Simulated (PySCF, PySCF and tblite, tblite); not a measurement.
# C4H8FN: a scan of pseudorotation, part 2 of 3

PySCF and tblite. Atoms count from 0.

### 9 Shieldings, coordinate held at 35.8: BP86/pcSseg-1

The job: settings as JSON, then the geometry in Å.

```
{"job": {"kind": "nmr", "xc": "BP86", "basis": "pcSseg-1", "every": 2, "pop": false}, "charge": 0, "multiplicity": 1}
F      1.357769    -0.411881     1.582738
C      1.010665    -0.508128     0.245435
C     -0.392429    -1.105293     0.106883
C     -1.285948     0.102912    -0.274008
N     -0.496993     1.309490    -0.069546
C      0.869396     0.903802    -0.345406
H      1.799223    -1.104061    -0.221504
H     -0.693793    -1.541069     1.058763
H     -0.418896    -1.880629    -0.654950
H     -1.542241     0.052536    -1.336893
H     -2.208489     0.143955     0.301997
H     -0.561313     1.596057     0.903725
H      1.586990     1.602742     0.080894
H      1.009285     0.855312    -1.428937
```

The program printed:

```text
coarse grid: 11456 points
cycle   1  E = -311.6527537557  dE =  5.542e-01  |g| = 6.152e-01  |ddm| = 3.260e+00
cycle   2  E = -311.5343964725  dE =  1.184e-01  |g| = 1.023e+00  |ddm| = 1.475e+00
cycle   3  E = -311.7285780784  dE = -1.942e-01  |g| = 1.180e-01  |ddm| = 9.695e-01
cycle   4  E = -311.7309847976  dE = -2.407e-03  |g| = 4.881e-02  |ddm| = 1.198e-01
cycle   5  E = -311.7314900188  dE = -5.052e-04  |g| = 7.655e-03  |ddm| = 4.280e-02
cycle   6  E = -311.7315012247  dE = -1.121e-05  |g| = 2.271e-03  |ddm| = 8.040e-03
cycle   7  E = -311.7315021427  dE = -9.180e-07  |g| = 6.938e-04  |ddm| = 2.527e-03
final grid: 110408 points
cycle   8  E = -311.7879016583  dE = -6.374e-05  |g| = 5.401e-03  |ddm| = 3.340e-02
cycle   9  E = -311.7878905933  dE =  1.107e-05  |g| = 8.580e-03  |ddm| = 1.191e-02
cycle  10  E = -311.7879088924  dE = -1.830e-05  |g| = 9.615e-04  |ddm| = 7.290e-03
cycle  11  E = -311.7879090501  dE = -1.576e-07  |g| = 4.344e-04  |ddm| = 9.618e-04
cycle  12  E = -311.7879090772  dE = -2.712e-08  |g| = 4.226e-05  |ddm| = 2.983e-04
cycle  13  E = -311.7879090775  dE = -2.997e-10  |g| = 1.891e-05  |ddm| = 5.292e-05
converged SCF energy = -311.7879090775

GIAO shielding tensors (ppm)
atom      isotropic    diamagn.    paramagn.     s11        s22        s33       span
  0 F      349.837     474.480    -124.643    275.557    352.539    421.415    145.858
  1 C       79.446     244.626    -165.179     43.907     71.849    122.584     78.677
  2 C      143.251     250.870    -107.619    117.228    145.598    166.928     49.700
  3 C      129.218     246.397    -117.179     84.814    135.166    167.674     82.860
  4 N      206.053     319.353    -113.300    162.250    222.258    233.652     71.402
  5 C      119.148     247.684    -128.536     87.596    126.864    142.984     55.389
  6 H       26.294      29.991      -3.697     23.066     26.231     29.585      6.519
  7 H       29.801      30.352      -0.551     25.783     28.207     35.412      9.629
  8 H       29.697      30.480      -0.783     25.217     28.014     35.859     10.642
  9 H       28.856      29.546      -0.690     22.635     28.067     35.866     13.231
 10 H       28.248      29.515      -1.267     23.681     26.839     34.222     10.541
 11 H       30.329      32.992      -2.663     23.027     28.160     39.799     16.772
 12 H       28.224      29.399      -1.174     24.190     26.597     33.887      9.697
 13 H       29.180      30.057      -0.877     23.970     27.742     35.829     11.859
```

Wall time 18 s (1 thread of Arm Neoverse V1, shared host); peak memory 0.58 GiB.

This run: HOMO -5.35 eV, LUMO 0.56 eV; dipole 1.08 D.

### 10 Shieldings, coordinate held at 108: BP86/pcSseg-1

The job: settings as JSON, then the geometry in Å.

```
{"job": {"kind": "nmr", "xc": "BP86", "basis": "pcSseg-1", "every": 2, "pop": false}, "charge": 0, "multiplicity": 1}
F      1.050216    -0.395077     1.705382
C      0.975459    -0.529087     0.329567
C     -0.364957    -1.135707    -0.063970
C     -1.305065     0.074832    -0.083321
N     -0.470779     1.234976    -0.409427
C      0.934943     0.850134    -0.329444
H      1.842193    -1.130216     0.040959
H     -0.685277    -1.897583     0.643092
H     -0.275473    -1.577028    -1.055517
H     -2.084430    -0.031987    -0.842952
H     -1.791081     0.187729     0.892735
H     -0.675113     2.005817     0.213093
H      1.532234     1.573264     0.227933
H      1.339609     0.770614    -1.345424
```

The program printed:

```text
coarse grid: 11456 points
cycle   1  E = -311.6506160258  dE =  5.585e-01  |g| = 6.188e-01  |ddm| = 3.240e+00
cycle   2  E = -311.5267008772  dE =  1.239e-01  |g| = 1.036e+00  |ddm| = 1.495e+00
cycle   3  E = -311.7278144542  dE = -2.011e-01  |g| = 1.101e-01  |ddm| = 9.797e-01
cycle   4  E = -311.7298663846  dE = -2.052e-03  |g| = 4.699e-02  |ddm| = 1.113e-01
cycle   5  E = -311.7303265537  dE = -4.602e-04  |g| = 8.066e-03  |ddm| = 4.172e-02
cycle   6  E = -311.7303386753  dE = -1.212e-05  |g| = 3.104e-03  |ddm| = 8.604e-03
cycle   7  E = -311.7303402971  dE = -1.622e-06  |g| = 6.903e-04  |ddm| = 2.893e-03
final grid: 110408 points
cycle   8  E = -311.7856700947  dE = -5.766e-05  |g| = 5.615e-03  |ddm| = 3.084e-02
cycle   9  E = -311.7856566424  dE =  1.345e-05  |g| = 9.363e-03  |ddm| = 1.225e-02
cycle  10  E = -311.7856777381  dE = -2.110e-05  |g| = 1.005e-03  |ddm| = 7.603e-03
cycle  11  E = -311.7856778687  dE = -1.306e-07  |g| = 3.976e-04  |ddm| = 9.885e-04
cycle  12  E = -311.7856778921  dE = -2.341e-08  |g| = 3.857e-05  |ddm| = 2.887e-04
cycle  13  E = -311.7856778923  dE = -2.568e-10  |g| = 1.683e-05  |ddm| = 4.917e-05
converged SCF energy = -311.7856778923

GIAO shielding tensors (ppm)
atom      isotropic    diamagn.    paramagn.     s11        s22        s33       span
  0 F      358.668     474.812    -116.145    292.700    378.286    405.017    112.316
  1 C       79.819     243.819    -164.000     48.806     69.952    120.697     71.890
  2 C      144.224     250.155    -105.931    121.931    143.458    167.283     45.352
  3 C      130.695     244.595    -113.900     92.753    127.955    171.377     78.624
  4 N      224.593     319.313     -94.720    145.606    238.461    289.711    144.106
  5 C      120.623     245.616    -124.993     91.242    126.257    144.369     53.127
  6 H       26.376      29.560      -3.185     22.597     26.629     29.901      7.304
  7 H       29.499      29.852      -0.353     26.344     26.993     35.160      8.816
  8 H       29.866      30.607      -0.741     25.319     27.723     36.555     11.236
  9 H       28.157      28.622      -0.465     22.946     26.833     34.694     11.748
 10 H       28.071      30.049      -1.978     23.575     26.511     34.128     10.554
 11 H       30.837      32.507      -1.670     21.388     29.715     41.407     20.019
 12 H       28.133      29.138      -1.004     24.401     26.573     33.427      9.027
 13 H       28.314      29.258      -0.944     22.765     27.116     35.062     12.297
```

Run time: 18 s. Hardware: 1 thread of Arm Neoverse V1, shared host; peak memory 0.58 GiB.

This run: HOMO -4.92 eV, LUMO 0.57 eV; dipole 0.56 D.

### 11 Shieldings, coordinate held at 180: BP86/pcSseg-1

The job: settings as JSON, then the geometry in Å.

```
{"job": {"kind": "nmr", "xc": "BP86", "basis": "pcSseg-1", "every": 2, "pop": false}, "charge": 0, "multiplicity": 1}
F      1.434108    -0.763534     1.504621
C      1.006247    -0.601256     0.200554
C     -0.416067    -1.147332     0.028121
C     -1.280362     0.111167    -0.049307
N     -0.404839     1.038301    -0.744293
C      0.904688     0.895201    -0.131801
H      1.739842    -1.130517    -0.413531
H     -0.683675    -1.795298     0.859703
H     -0.483430    -1.706971    -0.902456
H     -2.195602    -0.038677    -0.622837
H     -1.547448     0.448432     0.965393
H     -0.739838     1.994501    -0.711331
H      1.014292     1.456888     0.809192
H      1.677270     1.224714    -0.828621
```

The program printed:

```text
coarse grid: 11456 points
cycle   1  E = -311.6514874491  dE =  5.706e-01  |g| = 6.177e-01  |ddm| = 3.275e+00
cycle   2  E = -311.5346297033  dE =  1.169e-01  |g| = 1.017e+00  |ddm| = 1.424e+00
cycle   3  E = -311.7288507937  dE = -1.942e-01  |g| = 9.602e-02  |ddm| = 9.086e-01
cycle   4  E = -311.7303283883  dE = -1.478e-03  |g| = 4.451e-02  |ddm| = 9.644e-02
cycle   5  E = -311.7307390905  dE = -4.107e-04  |g| = 7.592e-03  |ddm| = 3.669e-02
cycle   6  E = -311.7307494649  dE = -1.037e-05  |g| = 3.258e-03  |ddm| = 8.669e-03
cycle   7  E = -311.7307512107  dE = -1.746e-06  |g| = 7.864e-04  |ddm| = 2.871e-03
final grid: 110408 points
cycle   8  E = -311.7861860439  dE = -6.351e-05  |g| = 5.534e-03  |ddm| = 3.324e-02
cycle   9  E = -311.7861741307  dE =  1.191e-05  |g| = 8.820e-03  |ddm| = 1.196e-02
cycle  10  E = -311.7861936046  dE = -1.947e-05  |g| = 8.610e-04  |ddm| = 7.313e-03
cycle  11  E = -311.7861936900  dE = -8.547e-08  |g| = 4.365e-04  |ddm| = 9.053e-04
cycle  12  E = -311.7861937642  dE = -7.419e-08  |g| = 4.005e-05  |ddm| = 2.787e-04
cycle  13  E = -311.7861937174  dE =  4.685e-08  |g| = 1.896e-05  |ddm| = 5.108e-05
cycle  14  E = -311.7861937175  dE = -7.640e-11  |g| = 4.305e-06  |ddm| = 1.750e-05
converged SCF energy = -311.7861937175

GIAO shielding tensors (ppm)
atom      isotropic    diamagn.    paramagn.     s11        s22        s33       span
  0 F      354.011     472.615    -118.604    311.557    354.947    395.529     83.972
  1 C       81.506     244.268    -162.762     41.314     72.679    130.526     89.212
  2 C      142.952     248.206    -105.254    118.578    148.519    161.759     43.181
  3 C      130.733     246.854    -116.121    107.129    119.594    165.477     58.348
  4 N      207.203     318.749    -111.546    141.436    195.451    284.720    143.284
  5 C      120.687     246.933    -126.246     94.649    118.421    148.992     54.343
  6 H       26.145      29.354      -3.209     22.992     25.908     29.534      6.542
  7 H       29.738      29.496       0.242     26.454     27.647     35.113      8.660
  8 H       29.669      29.903      -0.233     25.098     27.837     36.073     10.974
  9 H       28.446      29.097      -0.651     24.264     26.199     34.875     10.610
 10 H       28.453      30.243      -1.790     23.787     27.140     34.431     10.643
 11 H       31.235      31.582      -0.347     22.042     29.696     41.967     19.924
 12 H       28.500      29.854      -1.354     23.978     27.744     33.778      9.800
 13 H       27.777      28.909      -1.132     23.980     26.377     32.974      8.994
```

It took 19 s on 1 thread of Arm Neoverse V1, shared host; peak memory 0.58 GiB.

Key values: HOMO -5.17 eV, LUMO 0.59 eV; dipole 1.21 D.

### 12 Shieldings, coordinate held at 252: BP86/pcSseg-1

The job: settings as JSON, then the geometry in Å.

```
{"job": {"kind": "nmr", "xc": "BP86", "basis": "pcSseg-1", "every": 2, "pop": false}, "charge": 0, "multiplicity": 1}
F      1.884672    -1.102795     0.938580
C      1.003960    -0.625998    -0.004694
C     -0.430558    -1.057168     0.298784
C     -1.282195     0.068006    -0.302394
N     -0.358268     1.162937    -0.607741
C      0.920961     0.899003     0.022938
H      1.354437    -0.995704    -0.973405
H     -0.550461    -1.107171     1.381828
H     -0.669450    -2.031919    -0.119560
H     -1.751112    -0.249285    -1.239948
H     -2.078974     0.366174     0.387787
H     -0.731331     2.068629    -0.353363
H      0.987122     1.233281     1.070778
H      1.721724     1.375495    -0.546582
```

The program printed:

```text
coarse grid: 11456 points
cycle   1  E = -311.6495248089  dE =  5.676e-01  |g| = 6.072e-01  |ddm| = 3.269e+00
cycle   2  E = -311.5484031272  dE =  1.011e-01  |g| = 9.693e-01  |ddm| = 1.430e+00
cycle   3  E = -311.7247461738  dE = -1.763e-01  |g| = 9.177e-02  |ddm| = 8.938e-01
cycle   4  E = -311.7260722164  dE = -1.326e-03  |g| = 4.260e-02  |ddm| = 9.197e-02
cycle   5  E = -311.7264513347  dE = -3.791e-04  |g| = 7.444e-03  |ddm| = 3.679e-02
cycle   6  E = -311.7264602306  dE = -8.896e-06  |g| = 3.107e-03  |ddm| = 8.841e-03
final grid: 110408 points
cycle   7  E = -311.7830043655  dE = -5.300e-05  |g| = 9.051e-03  |ddm| = 3.164e-02
cycle   8  E = -311.7829612112  dE =  4.315e-05  |g| = 1.716e-02  |ddm| = 2.137e-02
cycle   9  E = -311.7830220414  dE = -6.083e-05  |g| = 1.353e-03  |ddm| = 1.413e-02
cycle  10  E = -311.7830223048  dE = -2.634e-07  |g| = 3.727e-04  |ddm| = 1.366e-03
cycle  11  E = -311.7830223545  dE = -4.969e-08  |g| = 5.695e-05  |ddm| = 2.661e-04
cycle  12  E = -311.7830223278  dE =  2.668e-08  |g| = 2.674e-05  |ddm| = 7.737e-05
cycle  13  E = -311.7830223280  dE = -1.405e-10  |g| = 6.569e-06  |ddm| = 2.551e-05
converged SCF energy = -311.7830223280

GIAO shielding tensors (ppm)
atom      isotropic    diamagn.    paramagn.     s11        s22        s33       span
  0 F      383.778     469.901     -86.122    354.008    379.062    418.266     64.258
  1 C       82.017     243.775    -161.758     35.742     71.543    138.766    103.024
  2 C      146.257     249.984    -103.727    118.405    150.924    169.442     51.037
  3 C      132.898     244.598    -111.699    101.733    125.575    171.387     69.654
  4 N      222.637     319.602     -96.965    145.875    226.557    295.480    149.605
  5 C      123.728     247.371    -123.642    100.429    119.406    151.350     50.921
  6 H       26.086      29.612      -3.527     23.237     26.410     28.610      5.373
  7 H       29.648      30.499      -0.851     26.174     28.430     34.340      8.167
  8 H       29.454      29.671      -0.218     26.108     27.197     35.055      8.947
  9 H       28.161      28.957      -0.797     22.948     26.755     34.778     11.830
 10 H       28.178      29.397      -1.220     23.942     26.901     33.690      9.747
 11 H       31.408      31.896      -0.488     21.838     30.903     41.482     19.643
 12 H       28.401      30.413      -2.013     24.715     26.924     33.564      8.849
 13 H       28.048      28.872      -0.824     24.426     26.581     33.137      8.711
```

Wall time 18 s (1 thread of Arm Neoverse V1, shared host); peak memory 0.58 GiB.

In short: HOMO -4.98 eV, LUMO 0.37 eV; dipole 1.57 D.

### 13 Shieldings, coordinate held at 324.3: BP86/pcSseg-1

The job: settings as JSON, then the geometry in Å.

```
{"job": {"kind": "nmr", "xc": "BP86", "basis": "pcSseg-1", "every": 2, "pop": false}, "charge": 0, "multiplicity": 1}
F      1.793343    -0.988422     1.084543
C      0.960673    -0.631183     0.044758
C     -0.489559    -1.013052     0.334112
C     -1.246707     0.080770    -0.424656
N     -0.475299     1.304284    -0.239191
C      0.926873     0.903985    -0.127619
H      1.354583    -1.137137    -0.841965
H     -0.667020    -0.935613     1.408291
H     -0.739395    -2.018048     0.003401
H     -1.254130    -0.153347    -1.494766
H     -2.274269     0.211433    -0.089308
H     -0.771873     1.761867     0.616790
H      1.422744     1.385314     0.716261
H      1.449892     1.195693    -1.043551
```

The program printed:

```text
coarse grid: 11456 points
cycle   1  E = -311.6488404685  dE =  5.583e-01  |g| = 6.131e-01  |ddm| = 3.249e+00
cycle   2  E = -311.5424104148  dE =  1.064e-01  |g| = 9.915e-01  |ddm| = 1.482e+00
cycle   3  E = -311.7247886282  dE = -1.824e-01  |g| = 1.074e-01  |ddm| = 9.362e-01
cycle   4  E = -311.7267020949  dE = -1.913e-03  |g| = 4.683e-02  |ddm| = 1.053e-01
cycle   5  E = -311.7271656900  dE = -4.636e-04  |g| = 7.414e-03  |ddm| = 4.076e-02
cycle   6  E = -311.7271763319  dE = -1.064e-05  |g| = 2.695e-03  |ddm| = 8.452e-03
cycle   7  E = -311.7271773450  dE = -1.013e-06  |g| = 8.166e-04  |ddm| = 3.019e-03
final grid: 110408 points
cycle   8  E = -311.7836488680  dE = -6.305e-05  |g| = 5.171e-03  |ddm| = 3.754e-02
cycle   9  E = -311.7836396713  dE =  9.197e-06  |g| = 7.880e-03  |ddm| = 1.085e-02
cycle  10  E = -311.7836553044  dE = -1.563e-05  |g| = 9.343e-04  |ddm| = 6.468e-03
cycle  11  E = -311.7836553828  dE = -7.836e-08  |g| = 4.146e-04  |ddm| = 1.004e-03
cycle  12  E = -311.7836554073  dE = -2.454e-08  |g| = 4.337e-05  |ddm| = 2.796e-04
cycle  13  E = -311.7836554077  dE = -3.181e-10  |g| = 1.725e-05  |ddm| = 4.498e-05
converged SCF energy = -311.7836554077

GIAO shielding tensors (ppm)
atom      isotropic    diamagn.    paramagn.     s11        s22        s33       span
  0 F      372.216     471.214     -98.999    352.254    360.370    404.023     51.769
  1 C       76.991     245.172    -168.181     27.315     71.405    132.253    104.937
  2 C      140.721     249.765    -109.043    117.551    146.682    157.932     40.381
  3 C      129.369     246.815    -117.446     86.792    134.432    166.883     80.091
  4 N      208.782     319.643    -110.861    154.022    231.073    241.251     87.229
  5 C      123.206     246.628    -123.423     88.444    124.958    156.215     67.771
  6 H       26.007      30.144      -4.137     23.454     26.529     28.038      4.584
  7 H       30.039      30.932      -0.892     26.727     28.686     34.705      7.978
  8 H       29.572      30.018      -0.446     26.456     27.264     34.996      8.540
  9 H       28.803      29.939      -1.135     23.255     27.853     35.302     12.047
 10 H       28.489      29.378      -0.889     24.123     26.887     34.458     10.336
 11 H       30.329      32.895      -2.566     22.289     29.372     39.326     17.037
 12 H       28.539      29.918      -1.379     24.969     27.240     33.408      8.439
 13 H       28.060      29.048      -0.988     22.951     27.594     33.634     10.683
```

Run time: 18 s. Hardware: 1 thread of Arm Neoverse V1, shared host; peak memory 0.58 GiB.

Key values: HOMO -5.18 eV, LUMO 0.31 eV; dipole 1.11 D.

### 14 Couplings, coordinate held at 0.1: B3LYP/pcJ-1+6-31G*

The job: settings as JSON, then the geometry in Å.

```
{"job": {"kind": "j", "xc": "B3LYP", "basis": {"default": "6-31G*", "H": "pcJ-1", "F": "pcJ-1"}, "nuclei": ["H", "F"], "every": 4, "pop": false}, "charge": 0, "multiplicity": 1}
F      1.594354    -0.749599     1.379381
C      0.974610    -0.602821     0.151350
C     -0.492656    -1.038795     0.237516
C     -1.245492     0.141920    -0.401237
N     -0.464155     1.326552    -0.085379
C      0.914807     0.893193    -0.240917
H      1.569661    -1.196296    -0.548518
H     -0.763075    -1.140806     1.289440
H     -0.681897    -1.983167    -0.266726
H     -1.258043     0.031141    -1.489726
H     -2.269489     0.242952    -0.046334
H     -0.629302     1.586471     0.883638
H      1.596276     1.489733     0.363164
H      1.187598     1.002221    -1.294644
```

The program printed:

```text
coarse grid: 11456 points
cycle   1  E = -311.7977398047  dE =  6.750e-01  |g| = 5.771e-01  |ddm| = 3.088e+00
cycle   2  E = -311.7553534489  dE =  4.239e-02  |g| = 8.007e-01  |ddm| = 1.006e+00
cycle   3  E = -311.8606284874  dE = -1.053e-01  |g| = 7.205e-02  |ddm| = 5.611e-01
cycle   4  E = -311.8614625953  dE = -8.341e-04  |g| = 3.396e-02  |ddm| = 7.666e-02
cycle   5  E = -311.8617177754  dE = -2.552e-04  |g| = 5.834e-03  |ddm| = 3.133e-02
cycle   6  E = -311.8617246831  dE = -6.908e-06  |g| = 1.605e-03  |ddm| = 6.648e-03
final grid: 110408 points
cycle   7  E = -311.8326764593  dE = -6.544e-05  |g| = 8.690e-03  |ddm| = 2.348e-02
cycle   8  E = -311.8326608654  dE =  1.559e-05  |g| = 1.268e-02  |ddm| = 1.671e-02
cycle   9  E = -311.8326924652  dE = -3.160e-05  |g| = 9.124e-04  |ddm| = 9.632e-03
cycle  10  E = -311.8326925994  dE = -1.342e-07  |g| = 3.054e-04  |ddm| = 8.366e-04
cycle  11  E = -311.8326926154  dE = -1.604e-08  |g| = 5.545e-05  |ddm| = 2.461e-04
cycle  12  E = -311.8326926160  dE = -5.614e-10  |g| = 2.232e-05  |ddm| = 6.325e-05
converged SCF energy = -311.8326926160

Indirect spin-spin couplings (Hz)
  i      j    bonds     total        FC       PSO       DSO        SD
  0 F    6 H    2     64.819    60.811     8.619    -0.871    -3.740
  0 F    7 H    3     38.481    38.248     0.370     0.696    -0.833
  0 F    8 H    3      7.527     7.486     1.508    -1.210    -0.256
  0 F   10 H    4     -0.174    -0.015     1.217    -1.250    -0.127
  0 F   11 H    4     -0.558    -0.346     0.100     0.002    -0.314
  0 F   12 H    3     25.584    24.897     0.724     0.530    -0.567
  0 F   13 H    3     29.075    30.279     0.678    -1.623    -0.260
  6 H    7 H    3      4.031     4.810     1.482    -2.262         -
  6 H    8 H    3      8.468     8.332    -0.324     0.459         -
  6 H    9 H    4     -0.321    -0.257     0.070    -0.134         -
  6 H   10 H    4     -1.245    -0.627     1.320    -1.938         -
  6 H   11 H    4     -1.090    -0.330     1.504    -2.264         -
  6 H   12 H    3      0.383     0.881     1.025    -1.522         -
  6 H   13 H    3      6.998     6.741    -0.442     0.698         -
  7 H    8 H    2    -14.042   -13.698     1.745    -2.088         -
  7 H    9 H    3     12.061    12.946     1.697    -2.582         -
  7 H   10 H    3      8.415     8.339    -0.070     0.146         -
  7 H   12 H    4      0.560     0.941     0.817    -1.198         -
  7 H   13 H    4     -0.991    -0.340     1.449    -2.100         -
  8 H    9 H    3      6.524     6.423    -0.059     0.160         -
  8 H   10 H    3      0.130     0.505     0.803    -1.178         -
  8 H   11 H    4     -1.185    -0.499     1.398    -2.084         -
  8 H   12 H    4     -1.303    -0.646     1.453    -2.110         -
  8 H   13 H    4     -0.705    -0.355     0.711    -1.060         -
  9 H   10 H    2    -12.989   -12.559     1.763    -2.193         -
  9 H   11 H    3     14.548    15.691     2.372    -3.514         -
  9 H   12 H    4     -1.107    -0.432     1.348    -2.023         -
 10 H   11 H    3      5.729     5.668     0.115    -0.053         -
 10 H   12 H    4      1.506     2.121     1.405    -2.021         -
 10 H   13 H    4     -0.875    -0.219     1.328    -1.984         -
 11 H   12 H    3      8.243     8.098    -0.134     0.279         -
 11 H   13 H    3     13.912    15.018     2.283    -3.389         -
 12 H   13 H    2    -15.057   -14.662     1.642    -2.037         -
```

It took 19 s on 1 thread of Arm Neoverse V1, shared host; peak memory 0.78 GiB.

Key values: HOMO -6.27 eV, LUMO 1.11 eV; dipole 1.17 D.

[end of part 2 of 3]
